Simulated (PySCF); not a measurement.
ClH, SMILES Cl. Atoms are numbered in the order given.

```xyz
2

Cl     0.0000     0.0000    -0.0713
H      0.0000     0.0000     1.2113
```
Charge 0, spin multiplicity 1.

Geometry: B3LYP-D3(BJ)/def2-TZVPD.

Two levels are set side by side: PBE/pcSseg-2 (PySCF) and PBE0/pcSseg-2 (PySCF). GIAO shifts against HCl (³⁵Cl), TMS (¹H) at the same level; non-relativistic, no solvent, atoms listed together averaged. Without spin–orbit terms, shifts of atoms bonded to Cl or Br come out too high at both levels. Differences are taken from unrounded values.

```
quantity              PBE0
--------------------  ----
δ(³⁵Cl) of Cl1 (ppm)   0.4
δ(¹H) of H2 (ppm)     0.97
```

What does PBE give, and how far is it from PBE0? (The exact figures need the calculation; the answer reports its results.)


```csv
quantity,PBE,PBE minus PBE0
δ(³⁵Cl) of Cl1 (ppm),0.5,0.0
δ(¹H) of H2 (ppm),0.51,-0.46
```

Rough cost on one machine, each run with all the roots and properties that it gave: PBE0 against PBE within a factor of 2.
